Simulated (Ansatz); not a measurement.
# CHAlO+ (doublet): from Hartree-Fock to the top rungs, def2-QZVPP

The task here is to estimate one member of a computed series from the others.

The runs use Ansatz 0.2.0, Gaussian basis; def2-QZVPP, core rule «outside noble gas», up to 7 orbitals frozen.

The runs, in order: UHF; ROHF; CCSD(T) on UHF.

2 further runs of the same task are left out: 2 set aside as unsound or not needed. Runs told in other sessions of the task aren't counted.

**The system**

The geometry is a PBE0/def2-TZVP stationary point (not a proven minimum) of the parent state, kept for this charge and spin.

4 atoms, charge 1, spin multiplicity 2.

Atoms are counted from 1 here; the program's logs count them from 0.

Bond lengths: Al1–C2 1.941 Å, C2–O3 1.271 Å, O3–H4 0.981 Å. Angles: Al1–C2–O3 163.8°, C2–O3–H4 112.9°.

Set-up of the first run:

File in.yaml:

```yaml
crystal:
  periodic: [false, false, false]
  atoms:
    - {symbol: Al, position_ang: [-0.009921, -0.160643, 2.198879]}
    - {symbol: C, position_ang: [0.147232, -0.100915, 0.265352]}
    - {symbol: O, position_ang: [-0.026358, -0.287752, -0.980243]}
    - {symbol: H, position_ang: [-0.110953, 0.549310, -1.483988]}
basis:
  gaussian: {orbitals: "def2-QZVPP.json"}
total_charge: 1
magnetization: {spin_polarized: true, initial_magnetization: 1}
hamiltonian: {xc: hf}
output: {orbitals: {seedname: orbitals}}
```

Run with:

```sh
> ansatz run in.yaml --threads 1 --pin off --events-out ev --progress --plain --max-ram 2393MiB
```

Among the steps run: UHF; ROHF; CCSD(T) on UHF.

One table of the session follows, with a row left open; its other results are not shown here.

| method | from UCCSD(T) (meV) |
| --- | --- |
| ROHF | +12603.5 |
| UHF | ? |
| UMP2 | +1288.2 |
| UCCSD | +543.6 |
| UCCSD(T) | 0 |

**Question.** Estimate the row for UHF.

**Answer.** from UCCSD(T) (meV): +12349.9. In the column «from UCCSD(T) (meV)» it lies between UMP2 (+1288.2) and ROHF (+12603.5).
